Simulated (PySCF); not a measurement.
**triplet NH3 at 6 levels**

Wanted: a comparison of 6 runs (UB2PLYP/def2-TZVPPD, UB3LYP/def2-TZVPPD, UBLYP/def2-TZVPPD, UPBE/def2-TZVPPD, UPBE0/def2-TZVPPD, USCS-MP2/def2-TZVPPD) of triplet NH3. The job is set up through a Python script.

The calculation is run with PySCF 2.14.0.

4 further runs of the same task are left out: 4 set aside as unsound or not needed.

## (1) The molecule

NH3: 4 atoms, total charge 0, spin state triplet. As SMILES of the parent species, `N`. The shape is that of a GFN2-xTB optimisation. That shape belongs to the parent species and isn't relaxed for this state.

Bond lengths: N1–H2 1.013 Å, N1–H3 1.013 Å, N1–H4 1.013 Å. Angles: H2–N1–H3 107.7°, H2–N1–H4 107.7°, H3–N1–H4 107.7°.

## (2) A single-point energy at UB2PLYP/def2-TZVPPD (run 1)

The input, input.xyz:

```xyz
4
H3N
N     -0.068160     0.242830     0.108060
H      0.491930    -0.300470     0.753380
H     -0.891960    -0.300620    -0.118350
H      0.468190     0.358250    -0.743090
```

The input, run.py:

```python
from pyscf import gto, dft, mp

mol = gto.Mole()
mol.atom = 'input.xyz'
mol.spin = 2
mol.max_memory = 1860
mol.charge = 0
mol.verbose = 4
mol.basis = 'def2-tzvppd'
mol.build()

mf = dft.UKS(mol, xc='0.53*HF + 0.47*B88, 0.73*LYP')
mf.grids.level = 5
mf.conv_tol = 1e-10
mf.kernel()
if not mf.converged:
    mf = mf.newton().run(mf.mo_coeff, mf.mo_occ)

pt = mp.MP2(mf, frozen=1).run()
e_tot = mf.e_tot + 0.27 * pt.e_corr
print('PT2 part  %.8f' % (0.27 * pt.e_corr))
print('Final energy', e_tot)
```

On the command line:

```bash
$ OMP_NUM_THREADS=1 python run.py
```

Standard output:

```text
PySCF version 2.14.0

[... 61 lines left out ...]
WARN: HOMO -0.133337960787451 >= LUMO -0.269571083596666
[... 11 lines left out ...]
WARN: HOMO -0.117596143593424 >= LUMO -0.183073253599595
[... 11 lines left out ...]
WARN: HOMO -0.117937518905393 >= LUMO -0.183057637667041
[... 11 lines left out ...]
WARN: HOMO -0.117917881953623 >= LUMO -0.182958980799079
[... 11 lines left out ...]
WARN: HOMO -0.117919344476412 >= LUMO -0.182963168058222
[... 5 lines left out ...]
WARN: HOMO -0.117919351065026 >= LUMO -0.182963149254881

Extra cycle  E= -56.2426592785589  delta_E= -2.12e-12  |g|= 4.57e-07  |ddm|= 8.23e-05
converged SCF energy = -56.2426592785589  <S^2> = 2.0033611  2S+1 = 3.0022399

******** <class 'pyscf.mp.ump2.UMP2'> ********
nocc = (np.int64(5), np.int64(3)), nmo = (87, 87)
frozen orbitals 1
E(UMP2) = -56.4757510036613  E_corr = -0.23309172510241
E(SCS-UMP2) = -56.4751057702886  E_corr = -0.232446491729713
E_corr(same-spin) = -0.0545348981459757
E_corr(oppo-spin) = -0.178556826956434
PT2 part  -0.06293477
Final energy -56.305594044336516
```

It took 12 s on 1 thread of Arm Neoverse V1, shared host; peak memory 0.43 GiB.

## (3) A single-point energy at UB3LYP/def2-TZVPPD (run 2)

The input, run.py:

```python
from pyscf import gto, dft

mol = gto.M(
    atom='''
N     -0.128804     0.458882     0.204204
H      0.929613    -0.567806     1.423682
H     -1.685560    -0.568089    -0.223649
H      0.884751     0.676994    -1.404237
''',
    verbose=3,
    charge=0,
    spin=2,
    basis='def2-tzvppd',
    max_memory=1860,
    unit='bohr',
)

mf = dft.UKS(mol)
mf.xc = 'b3lyp'
mf.grids.level = 5
mf.conv_tol = 1e-10
mf.kernel()
if not mf.converged:
    mf = mf.newton().run(mf.mo_coeff, mf.mo_occ)

e_tot = mf.e_tot
print('E = %.10f Eh' % e_tot)
```

On the command line:

```bash
$ OMP_NUM_THREADS=1 python run.py
```

Standard output:

```text
WARN: HOMO -0.0187469618414369 >= LUMO -0.331686656240656

WARN: HOMO -0.110876297902877 >= LUMO -0.334190724300946

WARN: HOMO -0.101197946701042 >= LUMO -0.285761137827599

WARN: HOMO -0.0990620728730605 >= LUMO -0.280658300959331

WARN: HOMO -0.0996419086161282 >= LUMO -0.281284838315088

WARN: HOMO -0.0995583440052314 >= LUMO -0.281255985724826

WARN: HOMO -0.099548627457537 >= LUMO -0.281202076521105

WARN: HOMO -0.0995505678705584 >= LUMO -0.281209893075463

WARN: HOMO -0.0995509779973602 >= LUMO -0.281210126408197

WARN: HOMO -0.0995510906526675 >= LUMO -0.281210462251039

converged SCF energy = -56.3607515789627  <S^2> = 2.0020075  2S+1 = 3.001338
E = -56.3607515790 Eh
```

It took 11 s on 1 thread of Arm Neoverse V1, shared host; peak memory 0.43 GiB.

Run 3 isn't shown in full; the table further down has it.

## (4) A single-point energy at UPBE/def2-TZVPPD (run 4)

The input, job.py:

```python
from pyscf import gto, dft

mol = gto.Mole()
mol.atom = '''
N   -0.068160   0.242830   0.108060
H    0.491930  -0.300470   0.753380
H   -0.891960  -0.300620  -0.118350
H    0.468190   0.358250  -0.743090
'''
mol.max_memory = 1860
mol.verbose = 3
mol.basis = 'def2-tzvppd'
mol.charge = 0
mol.spin = 2
mol.build()

calc0 = dft.UKS(mol)
calc0.xc = 'pbe'
calc0.conv_tol = 1e-10
calc0.grids.level = 5
calc0.kernel()
if not calc0.converged:
    calc0 = calc0.newton().run(calc0.mo_coeff, calc0.mo_occ)

e_tot = calc0.e_tot
print('Final energy', e_tot)
```

On the command line:

```bash
$ OMP_NUM_THREADS=1 python job.py
```

Standard output:

```text
WARN: HOMO -0.0254513130308212 >= LUMO -0.319953612228588

WARN: HOMO -0.0902291829111164 >= LUMO -0.356442758150088

WARN: HOMO -0.0824400495187945 >= LUMO -0.317434526549299

WARN: HOMO -0.0822339700390486 >= LUMO -0.320031152626093

WARN: HOMO -0.0825774662703509 >= LUMO -0.320389444206704

WARN: HOMO -0.0825793404344992 >= LUMO -0.320358070388899

WARN: HOMO -0.0825722559748741 >= LUMO -0.320351179526646

WARN: HOMO -0.0825771696245567 >= LUMO -0.320357249581654

WARN: HOMO -0.0825769584259604 >= LUMO -0.320356417301554

WARN: HOMO -0.0825770232234859 >= LUMO -0.320356653369373

converged SCF energy = -56.2839763548144  <S^2> = 2.0017254  2S+1 = 3.0011501
Final energy -56.283976354814406
```

Run time: 10 s. Hardware: 1 thread of Arm Neoverse V1, shared host; peak memory 0.43 GiB.

Run 5 isn't shown in full; the table further down has it.

## (5) A single-point energy at USCS-MP2/def2-TZVPPD (run 6)

The input, calc.py:

```python
from pyscf import gto, scf, mp

system = gto.Mole()
system.atom = '''
N     -0.128804     0.458882     0.204204
H      0.929613    -0.567806     1.423682
H     -1.685560    -0.568089    -0.223649
H      0.884751     0.676994    -1.404237
'''
system.max_memory = 1860
system.unit = 'bohr'
system.charge = 0
system.verbose = 4
system.basis = 'def2-tzvppd'
system.spin = 2
system.build()

mf = scf.UHF(system)
mf.conv_tol = 1e-10
mf.kernel()
if not mf.converged:
    mf = mf.newton().run(mf.mo_coeff, mf.mo_occ)

pt = mp.MP2(mf, frozen=1).run()
e_tot = mf.e_tot + 1.2 * pt.e_corr_os + pt.e_corr_ss / 3
print('E = %.10f Eh' % e_tot)
```

On the command line:

```bash
$ OMP_NUM_THREADS=1 python calc.py
```

Standard output:

```text
PySCF version 2.14.0

[... 39 lines left out ...]
WARN: HOMO 0.0516341560110476 >= LUMO -0.324244653754825
[... 5 lines left out ...]
WARN: HOMO -0.160479884043298 >= LUMO -0.161994299405691
[... 46 lines left out ...]
converged SCF energy = -56.024003250261  <S^2> = 2.006789  2S+1 = 3.0045226
[... 1 line left out ...]
******** <class 'pyscf.mp.ump2.UMP2'> ********
nocc = (np.int64(5), np.int64(3)), nmo = (87, 87)
frozen orbitals 1
E(UMP2) = -56.2183313104073  E_corr = -0.19432806014635
E(SCS-UMP2) = -56.2183696040974  E_corr = -0.194366353836379
E_corr(same-spin) = -0.0448007519298938
E_corr(oppo-spin) = -0.149527308216456
E = -56.2183696041 Eh
```

Wall time 2.6 s (1 thread of Arm Neoverse V1, shared host); peak memory 0.19 GiB.

## (6) Overview of the runs

```
run                 level  frozen core orbitals  integration grid  energy (Eh)  dipole moment (D) of the reference  HOMO energy (eV)   ⟨S²⟩  wall time
  1   UB2PLYP/def2-TZVPPD                     1                 5   -56.305594                                0.60             -3.21  2.003       12 s
  2    UB3LYP/def2-TZVPPD                     –                 5   -56.360752                                0.56             -2.71  2.002       11 s
  3     UBLYP/def2-TZVPPD                     –                 5   -56.335260                                0.52             -2.14  2.002      9.9 s
  4      UPBE/def2-TZVPPD                     –                 5   -56.283976                                0.63             -2.25  2.002       10 s
  5     UPBE0/def2-TZVPPD                     –                 5   -56.288839                                0.70             -2.80  2.002       10 s
  6  USCS-MP2/def2-TZVPPD                     1                 –   -56.218370                                0.68             -3.99  2.007      2.6 s
```

## (7) Outcome

| quantity | value |
| --- | --- |
| run 6: total energy | -56.21837 Eh |
| run 6: dipole moment (Hartree–Fock density) | 0.68 D |
| run 6: HOMO energy (Hartree–Fock orbitals) (highest over α and β) | -3.99 eV |
| run 6: LUMO energy (Hartree–Fock orbitals) (lowest over α and β) | -1.18 eV |
| run 6: correlation energy (1 core orbital frozen) | -194.4 mEh |
| run 6: ⟨S²⟩ of the reference determinant | 2.007 |

Over runs 1, 2, 3, 4, 5 the dipole moment (its size) runs from 0.52 D (UBLYP/def2-TZVPPD) to 0.70 D (UPBE0/def2-TZVPPD). Totals of different functionals can't be ranked against each other. All runs together took 56 s, the longest 12 s.
